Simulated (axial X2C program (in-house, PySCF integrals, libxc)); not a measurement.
Outer orbitals of N₂ at 1.091 Å, PBE0

All values were computed with an in-house relativistic program for diatomic molecules. Spin-free means the one-electron spin-free X2C Hamiltonian; two-component (2c) means X2C with spin–orbit coupling and atomic mean-field two-electron Coulomb and Gaunt terms, so the difference of the two also holds small scalar two-electron terms. Basis: N dyall-av3z [7s7p3d2f] (cores contracted in-house); Gaussian nuclei, density fitting, unrestricted open shells. Masses: N 14.003 u.

The distance is close to the 2c PBE0 minimum; the highest filled and lowest empty levels are listed.

Spin-free orbitals, state M_S = 0, Λ = 0 (closed shell) (Löwdin shares):

```tsv
symmetry	occupied	ε (eV)	atomic character
σα	yes	-31.60	62% N s, 33% N p, 4% N d
σα	yes	-15.62	51% N p, 38% N s, 8% N d
π+α	yes	-13.23	90% N p, 7% N d
π-α	yes	-13.23	90% N p, 7% N d
σα	yes	-12.21	65% N p, 29% N s, 5% N d
π+α	no	-0.55	60% N p, 33% N d, 7% N f
π-α	no	-0.55	60% N p, 33% N d, 7% N f
σα	no	1.11	97% N p
σα	no	1.12	88% N s, 9% N p
```

One partner of each degenerate Kramers or spin pair is listed.

Spinors with spin–orbit coupling (state Ω = 0):

```json
{"ω": "1/2", "occupied": "yes", "ε (eV)": "-31.60", "atomic character": "62% N s, 33% N p, 4% N d", "λ mixture": "100% σ"}
{"ω": "1/2", "occupied": "yes", "ε (eV)": "-15.62", "atomic character": "51% N p, 38% N s, 8% N d", "λ mixture": "100% σ"}
{"ω": "1/2", "occupied": "yes", "ε (eV)": "-13.24", "atomic character": "90% N p, 7% N d", "λ mixture": "100% π"}
{"ω": "3/2", "occupied": "yes", "ε (eV)": "-13.23", "atomic character": "90% N p, 7% N d", "λ mixture": "100% π"}
{"ω": "1/2", "occupied": "yes", "ε (eV)": "-12.21", "atomic character": "65% N p, 29% N s, 5% N d", "λ mixture": "100% σ"}
{"ω": "1/2", "occupied": "no", "ε (eV)": "-0.55", "atomic character": "60% N p, 33% N d, 7% N f", "λ mixture": "100% π"}
{"ω": "3/2", "occupied": "no", "ε (eV)": "-0.54", "atomic character": "60% N p, 33% N d, 7% N f", "λ mixture": "100% π"}
{"ω": "1/2", "occupied": "no", "ε (eV)": "1.12", "atomic character": "88% N s, 9% N p", "λ mixture": "100% σ"}
{"ω": "1/2", "occupied": "no", "ε (eV)": "1.15", "atomic character": "97% N p", "λ mixture": "100% σ"}
```

One partner of each degenerate Kramers or spin pair is listed.

Mulliken charges and populations of the two-component result (they depend on the basis, above all on diffuse functions):

N1 0.00 e (s 3.72 p 3.19 d 0.09 f 0.01), N2 0.00 e (s 3.72 p 3.19 d 0.09 f 0.01).

The state is one determinant whose occupation by symmetry is held fixed; it was picked as the lowest of a PBE0 search that is not exhaustive.
